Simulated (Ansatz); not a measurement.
Take HfS2 in the CdI2 type structure (space group P-3m1, No. 164; a = 3.547 Å, c = 5.577 Å; layered, stacked along the Cartesian z axis) as the base.

The values are results of PBEsol-D3(BJ) (Ansatz, a first-principles code), spin-orbit coupling left out, not measurements.

Now apply this change: full substitution Hf → Ti, then cell and atoms are relaxed.

Measured lattice parameter a: HfS2 3.635 Å (temperature not stated; as listed in Torbjörn Björkman, The Journal of Chemical Physics (2014)); TiS2 3.4073 Å (temperature not stated; as listed in R.R. Chianelli, J.C. Scanlon, A.H. Thompson, Materials Research Bulletin (1975)).

### Question
How well does PBEsol-D3(BJ) reproduce the measured shift?

### Answer
With PBEsol-D3(BJ) the lattice parameter a moves by -0.249 Å (3.547 → 3.298) against -0.228 Å measured.

Stability against distortions was not tested. All final runs are without spin polarisation.
